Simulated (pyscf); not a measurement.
•C≡CH (SMILES [C]#C) + NH₃ (SMILES N) -> HC≡CH (SMILES C#C) + NH₂• (SMILES [NH2]), a hydrogen abstraction (doublet surface; H–N broken, C–H formed). Optimised with ωB97X-D3(BJ)/def2-SVP in PySCF. Correlated levels are frozen-core, on RHF or UHF. ΔMP2 is the change of the MP2 total energy from the triple- to the quadruple-zeta basis. Energies in eV from the separated reactants.

AM1 to PM7: differences of heats of formation from MOPAC. Open shells are spin-unrestricted. 

Task: Quick PM6 single points give ΔE‡ = -0.09 eV and ΔE = -1.45 eV. What does CCSD(T)/def2-TZVPP + ΔMP2(QZVPP) give, and how far is the quick result from it?

Result: CCSD(T)/def2-TZVPP + ΔMP2(QZVPP) gives ΔE‡ = -0.09 eV and ΔE = -1.09 eV. PM6 lies 0.01 eV over it in the barrier and 0.35 eV under it in the reaction energy, so on this step it does not hold to within 0.13 eV. CCSD(T)/def2-TZVPP + ΔMP2(QZVPP) has limits of its own. On the reactant side the descent ends in a bound adduct, 0.46 eV under the separated species and 0.13 eV under the saddle at ωB97X-D3(BJ)/def2-TZVP. At CCSD(T) the saddle lies under the separated reactants, which points to a path from their complex (located at ωB97X-D3(BJ) alone). At ωB97X-D3(BJ) the barrier from the zero used here is -0.33 eV. From the product side, •HC=CH–NH₂ lies, by one bond made or cut, 2.24 eV under this saddle at ωB97M-D3(BJ). This is the saddle that the search found; another between the same sides may lie lower. The angle at the transferred H is 126°: a side-on saddle, likely not the lowest. The CCSD(T) − MP2 part came from Ansatz, without density fitting, on the same reference. An open-shell T1 diagnostic exceeds 0.045. A UHF reference is spin-contaminated (<S²> up to 1.15), which harms MP2 most. C₂H has a Π state close over its Σ ground state, and the state reached was not checked.
